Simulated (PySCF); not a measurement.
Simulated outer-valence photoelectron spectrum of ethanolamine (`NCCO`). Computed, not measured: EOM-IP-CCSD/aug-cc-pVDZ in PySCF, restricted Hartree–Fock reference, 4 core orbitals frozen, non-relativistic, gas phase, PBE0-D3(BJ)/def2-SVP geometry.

Each root has a Gaussian of 0.4 eV full width with its one-hole share as area; cross sections and vibrations are left out, and the highest printed point is 100.

(ionisation energy (eV), intensity): (9.4, 5), (9.6, 40), (9.8, 81), (10.0, 58), (10.2, 73), (10.4, 67), (10.6, 16), (10.8, 1), (11.0, 0), (11.2, 0), (11.4, 5), (11.6, 38), (11.8, 80), (12.0, 42), (12.2, 6), (12.4, 0), (12.6, 1), (12.8, 13), (13.0, 62), (13.2, 73), (13.4, 22), (13.6, 9), (13.8, 47), (14.0, 79), (14.2, 33), (14.4, 3), (14.6, 0), (14.8, 0), (15.0, 4), (15.2, 34), (15.4, 79), (15.6, 48), (15.8, 30), (16.0, 80), (16.2, 100), (16.4, 91), (16.6, 39), (16.8, 5)

Q: Where are the maxima, and how many lines lie under the curve?

A: 7 maxima, at 9.8, 10.3, 11.8, 13.1, 14.0, 15.4 and 16.2 eV, from 8 lines. At this width some lines have no maximum of their own.

Q: List the lines with their holes.

A: 
```tsv
E (eV)	leading hole (HF orbital)	area	Koopmans (eV)
9.80	HOMO	0.95	11.12
10.30	HOMO-1	0.95	11.75
11.81	HOMO-2	0.95	13.11
13.12	HOMO-3	0.96	14.21
13.97	HOMO-4	0.95	15.27
15.42	HOMO-5	0.95	16.82
16.07	HOMO-6	0.95	17.31
16.39	HOMO-7	0.94	17.91
```

The widest gap, 1.51 eV, lies between 10.30 and 11.81 eV. Only orbitals with −ε under 21 eV, eight at most, were ionised, so the high end of the curve may lack lines.

Shape of the structure used: `[NH2:1][CH2:2][CH2:3][OH:4]`: N1–C2–C3–O4 51°, H–N1–C2–C3 -161°, H–N1–C2–C3 79°, H–O4–C3–C2 -35°.

One conformer stands for the species.
